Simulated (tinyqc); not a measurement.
The basis set: RHF and MP2 along a ladder of basis sets, for H2O, spin multiplicity 1. Computed by the program tinyqc with PySCF. Same geometry throughout; the dipole is taken about the origin.

Geometry (angstrom):
```
atom       x        y       z
O     0.0000   0.0000  0.0000
H     0.0000   0.6900  0.5930
H     0.0000  -0.6900  0.5930
```

RHF and frozen-core MP2 in a ladder of bases:
```
basis        functions  E(RHF) (hartree)  E(MP2 corr) (hartree)  HOMO (eV)  LUMO (eV)  dipole (debye)
sto-3g               7         -74.94903               -0.03254    -10.864     18.034           1.829
3-21g               13         -75.57470               -0.11775    -13.205      7.500           2.511
6-31g               13         -75.97541               -0.12375    -13.792      5.759           2.705
6-31g**             24         -76.01838               -0.19146    -13.673      6.085           2.236
cc-pvdz             24         -76.02235               -0.19891    -13.575      5.206           2.093
aug-cc-pvdz         41         -76.03709               -0.21564    -14.019      0.970           2.049
cc-pvtz             58         -76.05351               -0.25867    -13.889      3.952           2.074
```

What does the comparison show, and why?

From cc-pVDZ to cc-pVTZ the RHF energy falls by 31.2 mhartree and the correlation energy by 59.8. If valence correlation converges as X^-3, (27 E(T) - 8 E(D))/19 gives -0.2838 hartree, a rough estimate from such small X that usually falls short; STO-3G holds about 11 % of it. Beyond STO-3G the LUMO moves by 6.5 eV and the HOMO by 0.8 eV; diffuse functions lower the positive LUMO sharply, since an unbound virtual level tracks the most diffuse function.
